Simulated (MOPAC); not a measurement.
MOPAC input (PM7):

```
PM7 PRECISE GNORM=0.05 LET XYZ CHARGE=1 GEO-OK AUX(PRECISION=9) THREADS=1
CHOS

O     0.36963845 1    0.69252623 1   -1.55316292 1
C     0.12783134 1    0.25596502 1   -0.54776687 1
S    -0.19364496 1   -0.48553451 1    0.89295304 1
H    -0.62577635 1    0.69255211 1    1.42465592 1
```

From the last part of the output:

```
                                                       MOPAC v23.2.5 Linux

          FINAL HEAT OF FORMATION =        169.33420 KCAL/MOL =     708.49428 KJ/MOL

          COSMO AREA              =         84.91 SQUARE ANGSTROMS
          COSMO VOLUME            =         67.55 CUBIC ANGSTROMS

          GRADIENT NORM           =          0.00368          =       0.00184 PER ATOM
          IONIZATION POTENTIAL    =         15.865681 EV
          HOMO LUMO ENERGIES (EV) =        -15.866 -7.528
          NO. OF FILLED LEVELS    =          8
          MOLECULAR WEIGHT        =         61.0783         POINT GROUP:  Cs

          MOLECULAR DIMENSIONS (Angstroms)

            Atom       Atom       Distance
            H     4    O     1     3.32198
            S     3    H     4     1.12226
            S     3    C     2     0.00000

          SCF CALCULATIONS        =         14

   ATOM   CHEMICAL          X               Y               Z
  NUMBER   SYMBOL      (ANGSTROMS)     (ANGSTROMS)     (ANGSTROMS)

     1       O          0.38405223  *   0.67714097  *  -1.58634367  *
     2       C          0.12559954  *   0.27530760  *  -0.55358558  *
     3       S         -0.19705513  *  -0.47223344  *   0.89456227  *
     4       H         -0.65626658  *   0.61206120  *   1.56786597  *

                             CARTESIAN COORDINATES

   1    O        0.384052232     0.677140970    -1.586343673
   2    C        0.125599543     0.275307601    -0.553585576
   3    S       -0.197055128    -0.472233436     0.894562275
   4    H       -0.656266583     0.612061198     1.567865966

           Empirical Formula: C H O S  =     4 atoms

      MOLECULAR POINT GROUP   :   Cs

                  EIGENVALUES
 -41.22051 -34.43633 -26.40652 -22.79360 -22.49946 -21.45318 -18.03640 -15.86568
  -7.52818  -7.20278  -7.06253  -6.62927  -6.34961  -6.06550  -5.90603  -5.54944
  -3.28620  -2.51583

              NET ATOMIC CHARGES AND DIPOLE CONTRIBUTIONS

  ATOM NO.   TYPE          CHARGE      No. of ELECS.   s-Pop       p-Pop       d-Pop
    1          O           0.097282        5.9027     1.86804     4.03468
    2          C           0.318193        3.6818     1.28000     2.40181
    3          S           0.394766        5.6052     1.87414     3.58169     0.14940
    4          H           0.189759        0.8102     0.81024
 DIPOLE           X         Y         Z       TOTAL
 POINT-CHG.    -0.653     0.430     1.677     1.850
 HYBRID        -0.006     0.417    -0.251     0.487
 SUM           -0.660     0.847     1.426     1.785

          ATOMIC ORBITAL ELECTRON POPULATIONS

     Atom    s        px        py        pz      x^2-y^2     xz        z^2       yz        xy
    1  O   1.86804   1.45378   1.33687   1.24402
    2  C   1.28000   0.76654   0.72825   0.90702
    3  S   1.87414   1.62696   1.13077   0.82396   0.02470   0.02158   0.02473   0.04998   0.02840
    4  H   0.81024

 **********************
 *                    *
 * JOB ENDED NORMALLY *
 *                    *
 **********************

 == MOPAC DONE ==
```

The dipole moment of an ion depends on the origin.
